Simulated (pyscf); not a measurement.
One hydrogen abstraction on the doublet surface with elements of a group swapped. ωB97M-D3(BJ)/def2-TZVP, kJ/mol, from the separated reactants. PySCF, gas phase, ωB97X-D3(BJ)/def2-SVP geometries.

| step | barrier | reaction energy | imaginary mode (i cm⁻¹) |
|---|---|---|---|
| [H₂C–Hf(Cl)(Cl)–Cl]• + H₂ → H₃C–Hf(Cl)(Cl)–Cl + H• | 55.3 | +16.3 | 1511 |
| [H₂C–Zr(Cl)(Cl)–Cl]• + H₂ → H₃C–Zr(Cl)(Cl)–Cl + H• | ___ | ___ | 1504 |

**Question.** What belongs in the gaps?

**Answer.** 
- [H₂C–Zr(Cl)(Cl)–Cl]• + H₂ → H₃C–Zr(Cl)(Cl)–Cl + H•, barrier: 55.0
- [H₂C–Zr(Cl)(Cl)–Cl]• + H₂ → H₃C–Zr(Cl)(Cl)–Cl + H•, reaction energy: +16.6

Each row is the saddle that its search found. Open-shell species with a d-block atom are single-reference here; other states, and whether the spin sits on metal or ligand, were not checked. Elements past Kr carry the def2 core potentials, without spin-orbit coupling.
